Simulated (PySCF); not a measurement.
Reaction (SMILES): ClCl (Cl2) + [H][H] (H2) → 2 Cl (HCl)
B3LYP-D3(BJ)/def2-TZVP geometries, fixed; electronic energies without zero-point terms.

Basis-set convergence of the energy of full hydrogenation at M06-2X with PySCF. All functions are spherical. Density fitting with generated auxiliary sets. In sets without p functions on hydrogen, species with hydrogen take exact integrals. No added dispersion term, no relativity. Functions are those of the species that has most. Reference: the value in pcseg-4, -43.52 kcal/mol, itself unsure by roughly 0.08 kcal/mol (its mean distance from aug-pcseg-3, aug-cc-pV(Q+d)Z, cc-pV(5+d)Z). Deviations are taken from unrounded values.

```json
[
 {"basis": "STO-3G", "functions": "18", "energy of full hydrogenation (kcal/mol)": "-20.26", "minus reference (kcal/mol)": "23.26"},
 {"basis": "3-21G", "functions": "26", "energy of full hydrogenation (kcal/mol)": "-46.40", "minus reference (kcal/mol)": "-2.89"},
 {"basis": "6-31G", "functions": "26", "energy of full hydrogenation (kcal/mol)": "-45.08", "minus reference (kcal/mol)": "-1.56"},
 {"basis": "6-31G*", "functions": "36", "energy of full hydrogenation (kcal/mol)": "-42.44", "minus reference (kcal/mol)": "1.07"},
 {"basis": "6-31G**", "functions": "36", "energy of full hydrogenation (kcal/mol)": "-46.43", "minus reference (kcal/mol)": "-2.91"},
 {"basis": "6-31+G*", "functions": "44", "energy of full hydrogenation (kcal/mol)": "-43.02", "minus reference (kcal/mol)": "0.49"},
 {"basis": "6-311G**", "functions": "52", "energy of full hydrogenation (kcal/mol)": "-51.49", "minus reference (kcal/mol)": "-7.97"},
 {"basis": "6-311+G**", "functions": "60", "energy of full hydrogenation (kcal/mol)": "-49.34", "minus reference (kcal/mol)": "-5.83"},
 {"basis": "6-311++G(2d,2p)", "functions": "70", "energy of full hydrogenation (kcal/mol)": "-46.35", "minus reference (kcal/mol)": "-2.83"},
 {"basis": "6-311++G(3df,3pd)", "functions": "94", "energy of full hydrogenation (kcal/mol)": "-45.29", "minus reference (kcal/mol)": "-1.77"}
]
```

The smallest set listed that lies within 4 kcal/mol of the reference with all its larger relatives (same family, alike in diffuse functions; a set with none counts only in the reference's own line) is 6-311++G(2d,2p) (70 functions, -2.83 kcal/mol off). Inside the window by cancellation, since a larger relative falls out: 3-21G, 6-31G, 6-31G*, 6-31G**, 6-31+G*.
